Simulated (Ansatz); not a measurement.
Start from `C#CC(=C)SC` and change one atom or group to get `C#CC(=C)O`.

Ansatz, PBE0-D4/def2-TZVP geometries, multiplicity 1. Each molecule was computed in one conformer, which needn't be the lowest.

```tsv
property	`C#CC(=C)SC`
LUMO energy (B3LYP/def2-TZVPP) / eV	-1.28
HOMO–LUMO gap (PBE/def2-TZVPP) / eV	3.32
HOMO energy (B3LYP/def2-TZVPP) / eV	-6.17
HOMO energy (PBE/def2-TZVPP) / eV	-5.30
size of the dipole moment (B3LYP/def2-TZVPP) / D	1.26
HOMO–LUMO gap (ωB97M-V/def2-TZVPP) / eV	9.45
```

Problem. Give the same properties after the change, and the shifts. (An estimate is asked.)

Solution. Ansatz gave: 
| property | `C#CC(=C)O` | shift |
| --- | --- | --- |
| LUMO energy (B3LYP/def2-TZVPP) / eV | -0.95 | 0.33 |
| HOMO–LUMO gap (PBE/def2-TZVPP) / eV | 4.00 | 0.68 |
| HOMO energy (B3LYP/def2-TZVPP) / eV | -6.56 | -0.39 |
| HOMO energy (PBE/def2-TZVPP) / eV | -5.64 | -0.34 |
| size of the dipole moment (B3LYP/def2-TZVPP) / D | 1.58 | 0.32 |
| HOMO–LUMO gap (ωB97M-V/def2-TZVPP) / eV | 10.26 | 0.81 |

With PBE0 the HOMO falls by 0.39 eV and the LUMO rises by 0.35 eV, so the gap widens by about 0.74 eV. PBE moves the HOMO by -0.34 eV and ωB97M-V by -0.43 eV. The zero-point energy changes by -64.2 kJ/mol with -9 modes. Dipoles are sizes alone; their direction can turn.

B3LYP here is the variant with VWN-RPA as its local correlation; programs differ in this.
